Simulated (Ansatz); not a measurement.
Run this with the Python package of Ansatz (0.2.0) and show what comes out.

`clfsi.py`:
```python
import ansatz as az
import numpy as np

GEOMETRY = """
F     0.64010   -1.34900    0.19540
Si   -0.56500   -0.32280   -0.34130
Cl   -0.08610    1.60700    0.13260
"""

molecule = az.Crystal.molecule()
for line in GEOMETRY.strip().splitlines():
    symbol, *xyz = line.split()
    molecule = molecule.atom(symbol, [float(v) for v in xyz])

job = (
    molecule.calculation()
    .basis(gaussian="def2-SVP")
    .functional("r2scan")
)
symbols = [site.symbol for site in molecule.cartesian_sites]
start = np.array([site.position_ang for site in molecule.cartesian_sites], dtype=float)
rep = job.relax(force_tolerance=0.01, max_steps=100).run(threads=1).report
end = np.array(rep["positions_ang"])
print("final positions (A) and the move of each atom")
for symbol, xyz, old in zip(symbols, end, start):
    print(f"{symbol:2s} {xyz[0]:10.5f} {xyz[1]:10.5f} {xyz[2]:10.5f}   {np.linalg.norm(xyz - old):7.4f}")

minimum = az.Crystal.molecule()
for symbol, place in zip(symbols, end):
    minimum = minimum.atom(symbol, place.tolist())
at_minimum = minimum.calculation()
level = lambda method, basis: at_minimum.basis(gaussian=basis).correlation(method).run(threads=1).report
small, large, cluster = level("mp2", "cc-pVDZ"), level("mp2", "cc-pVTZ"), level("ccsd_t", "cc-pVDZ")
corr = lambda each: (each["free_energy_ev"] - each["reference_energy_ev"]) / 27.211386246
mp2_limit = (27 * corr(large) - 8 * corr(small)) / 19
pieces = {"HF / cc-pVTZ": large["reference_energy_ev"] / 27.211386246, "MP2 correlation, DZ-TZ limit": mp2_limit, "CCSD(T) - MP2 / cc-pVDZ": corr(cluster) - corr(small)}
for name, value in pieces.items():
    print(f"{name:32s} {value:14.6f} Ha")
print(f"{'sum':32s} {sum(pieces.values()):14.6f} Ha")
print("T1 diagnostic", round(cluster["correlation"]["coupled_cluster"]["t1_diagnostic"], 4))
```

```console
$ python clfsi.py
final positions (A) and the move of each atom
F     0.63899   -1.24126    0.20681    0.1083
Si   -0.61951   -0.38284   -0.37744    0.0888
Cl   -0.03048    1.55930    0.15733    0.0773
HF / cc-pVTZ                        -848.024613 Ha
MP2 correlation, DZ-TZ limit          -0.593494 Ha
CCSD(T) - MP2 / cc-pVDZ               -0.032741 Ha
sum                                 -848.650848 Ha
T1 diagnostic 0.0151
```

Notes:
- Total energies depend on the basis set; only differences at equal settings carry meaning.
- The sum leaves out core correlation, relativity, the Hartree-Fock basis error and zero-point energy; a DZ-TZ extrapolation is rough.
- Inner cores stay frozen, so this is valence correlation.
- For Al to Cl the sets with a tight d function, cc-pV(X+d)Z, are usual.
- Timing: 14 s on 1 thread of Arm Neoverse V1, with other jobs on the host, peak memory 0.22 GiB.
